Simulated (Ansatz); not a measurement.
**Relaxing Ta2C3**

Method: Ansatz, DFT PBE, scalar-relativistic, plane waves, PAW. Cutoff 420 eV, Γ-centred k mesh, Gaussian smearing, no spin polarisation in the final step.

The start puts Ta2C3 on the tetradymite structure type (R-3m, No. 166), with Ta in place of Bi, C in place of Te, at a guessed volume.

```
CELL_PARAMETERS angstrom
1.52422 0.88001 7.06552
-1.52422 0.88001 7.06552
0.00000 -1.76001 7.06552
ATOMIC_POSITIONS crystal
Ta 0.40000 0.40000 0.40000
Ta 0.60000 0.60000 0.60000
C 0.00000 0.00000 0.00000
C 0.20950 0.20950 0.20950
C 0.79050 0.79050 0.79050
```

Cell and atoms relax at zero pressure; the relaxation can't lower the symmetry of the start. After a coarse first stage the cell is made exact in the group found at 0.06 Å.

Formation energies are uncorrected and refer to the elements' standard structures at the same level.

(1) Describe the relaxed structure.

(2) What are its volume, energy, density and gap?

## Answers

(1) It keeps R-3m (No. 166), but not the shape of the type it started on. Conventional cell: a = 3.210 Å, c = 24.660 Å. Ta has 3 C at 2.11 Å and 3 C at 2.29 Å; C on Wyckoff site a (1 atom of the primitive cell) has 6 Ta at 2.29 Å; around C on Wyckoff site c (2 atoms of the primitive cell) lie 3 Ta at 2.11 Å.

```
Ta C
1.0
     1.60502    0.92666    8.22007
    -1.60502    0.92666    8.22007
     0.00000   -1.85332    8.22007
Ta C
2 3
Direct
  0.38759 0.38759 0.38759
  0.61241 0.61241 0.61241
  0.00000 0.00000 0.00000
  0.23818 0.23818 0.23818
  0.76182 0.76182 0.76182
```

(2) The volume per atom is 14.7 Å³ and the density is 9.0 g/cm³. The energy over the elements is 0.71 eV/atom and the gap on the 12×12×12 mesh is 0 eV (a metal).

The final run used a 12×12×12 mesh on its 5-atom cell and 0.10 eV smearing. For metals, differences of a few meV/atom aren't resolved. Weakly bound directions are ill-defined at this level, which has no dispersion term. Spin–orbit coupling is left out. Symmetry constrained the relaxation, so the result can be a saddle point.

Cost: 3 runs of about 3.7 core-minutes in all, on Arm Neoverse V1 (shared hosts).